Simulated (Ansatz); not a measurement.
Born–Oppenheimer molecular dynamics of CH$_{5}$ClSi (8 atoms, charge 0, multiplicity 1). It starts at the highest image of a converged band. Of that band: Neighbouring images differ by up to 1.4 eV, so the band resolves the path poorly. A vibrational analysis at the climbing image gives one clearly imaginary mode, 1139i cm⁻¹: a first-order saddle point.

Computed with RKS PBE/def2-mTZVP (Ansatz 0.2.0).

```json
{
 "ensemble": "NVE (velocity Verlet)",
 "time step": "0.5 fs",
 "steps asked": "200",
 "starting velocities drawn for": "300 K",
 "seed": "4189"
}
```

Frames 2.5 fs apart, positions in Å.

Velocities at 65 fs (Å/ps):

```
Si -6.02 -4.17 -10.79
C 3.20 -1.62 28.53
H 20.37 8.06 7.27
H 18.94 -17.30 4.58
H 11.80 3.36 28.38
H 61.24 16.52 -13.84
H -36.60 -18.25 -22.86
Cl 1.53 4.07 -1.22
```

```xyz
8
Properties=species:S:1:pos:R:3 time_fs=65 energy_less_start_eV=-1.017 T=1608
Si 0.086 0.067 -1.085
C 1.475 0.004 2.732
H 0.561 0.142 2.169
H 1.642 -1.002 3.040
H 1.513 0.534 3.652
H 2.321 0.362 2.115
H -1.002 0.979 -0.524
Cl -0.884 -1.718 -0.393
8
Properties=species:S:1:pos:R:3 time_fs=67.5 energy_less_start_eV=-0.827 T=1367
Si 0.071 0.057 -1.112
C 1.488 0.001 2.800
H 0.596 0.161 2.191
H 1.687 -1.069 3.042
H 1.531 0.568 3.741
H 2.441 0.386 2.106
H -1.095 0.938 -0.580
Cl -0.880 -1.708 -0.396
8
Properties=species:S:1:pos:R:3 time_fs=70 energy_less_start_eV=-0.865 T=1415
Si 0.055 0.045 -1.139
C 1.515 0.000 2.861
H 0.616 0.175 2.232
H 1.712 -1.112 3.027
H 1.531 0.610 3.818
H 2.442 0.359 2.191
H -1.176 0.903 -0.643
Cl -0.876 -1.697 -0.399
8
Properties=species:S:1:pos:R:3 time_fs=72.5 energy_less_start_eV=-0.927 T=1491
Si 0.038 0.035 -1.165
C 1.553 0.001 2.918
H 0.644 0.179 2.306
H 1.709 -1.087 3.015
H 1.520 0.611 3.844
H 2.356 0.305 2.345
H -1.229 0.870 -0.719
Cl -0.871 -1.687 -0.402
8
Properties=species:S:1:pos:R:3 time_fs=75 energy_less_start_eV=-0.837 T=1378
Si 0.020 0.025 -1.190
C 1.583 -0.002 2.976
H 0.678 0.179 2.402
H 1.684 -1.053 3.038
H 1.504 0.577 3.862
H 2.380 0.310 2.426
H -1.252 0.841 -0.811
Cl -0.867 -1.678 -0.406
8
Properties=species:S:1:pos:R:3 time_fs=77.5 energy_less_start_eV=-0.919 T=1483
Si 0.001 0.017 -1.216
C 1.603 -0.005 3.034
H 0.692 0.186 2.482
H 1.659 -1.085 3.110
H 1.493 0.546 3.949
H 2.533 0.381 2.419
H -1.258 0.825 -0.913
Cl -0.862 -1.670 -0.408
8
Properties=species:S:1:pos:R:3 time_fs=80 energy_less_start_eV=-0.762 T=1284
Si -0.017 0.009 -1.242
C 1.629 -0.005 3.083
H 0.689 0.207 2.530
H 1.649 -1.134 3.212
H 1.499 0.514 4.081
H 2.603 0.423 2.466
H -1.269 0.832 -1.019
Cl -0.859 -1.664 -0.411
8
Properties=species:S:1:pos:R:3 time_fs=82.5 energy_less_start_eV=-0.974 T=1552
Si -0.034 0.003 -1.269
C 1.660 -0.003 3.129
H 0.711 0.233 2.572
H 1.660 -1.120 3.312
H 1.534 0.455 4.169
H 2.543 0.404 2.600
H -1.295 0.862 -1.126
Cl -0.855 -1.660 -0.412
8
Properties=species:S:1:pos:R:3 time_fs=85 energy_less_start_eV=-0.763 T=1286
Si -0.049 -0.001 -1.297
C 1.683 -0.003 3.181
H 0.773 0.253 2.625
H 1.694 -1.057 3.385
H 1.589 0.382 4.194
H 2.485 0.371 2.741
H -1.330 0.899 -1.232
Cl -0.853 -1.657 -0.413
8
Properties=species:S:1:pos:R:3 time_fs=87.5 energy_less_start_eV=-0.907 T=1467
Si -0.064 -0.003 -1.326
C 1.691 -0.007 3.243
H 0.833 0.273 2.676
H 1.746 -1.046 3.426
H 1.642 0.350 4.234
H 2.607 0.401 2.785
H -1.357 0.925 -1.336
Cl -0.851 -1.655 -0.413
8
Properties=species:S:1:pos:R:3 time_fs=90 energy_less_start_eV=-0.808 T=1341
Si -0.077 -0.002 -1.356
C 1.702 -0.009 3.305
H 0.850 0.300 2.704
H 1.806 -1.117 3.434
H 1.678 0.380 4.340
H 2.737 0.422 2.818
H -1.368 0.926 -1.434
Cl -0.850 -1.655 -0.412
8
Properties=species:S:1:pos:R:3 time_fs=92.5 energy_less_start_eV=-0.838 T=1381
Si -0.091 0.001 -1.388
C 1.727 -0.010 3.366
H 0.856 0.323 2.732
H 1.854 -1.158 3.413
H 1.698 0.425 4.430
H 2.736 0.385 2.903
H -1.365 0.898 -1.523
Cl -0.850 -1.656 -0.410
```

Of the whole run (100 fs, mean temperature of the second half 1412 K): The conserved energy stayed within 0.51 meV per atom of its start (net change -0.16 meV per atom), so the integration is sound. The kinetic energy rose, since the run started high on the potential surface and went downhill. It ends in pieces (CH4 + ClHSi), so much of that is their flight and rotation, not heat. A run of 0.1 ps of so small a system gives no equilibrium averages. The orbitals stay closed-shell, which can raise the energy where a bond breaks towards radicals; this wasn't checked here.

Run time: 3.5 min on 2 threads of Arm Neoverse V1 (shared host), peak memory 0.16 GiB.
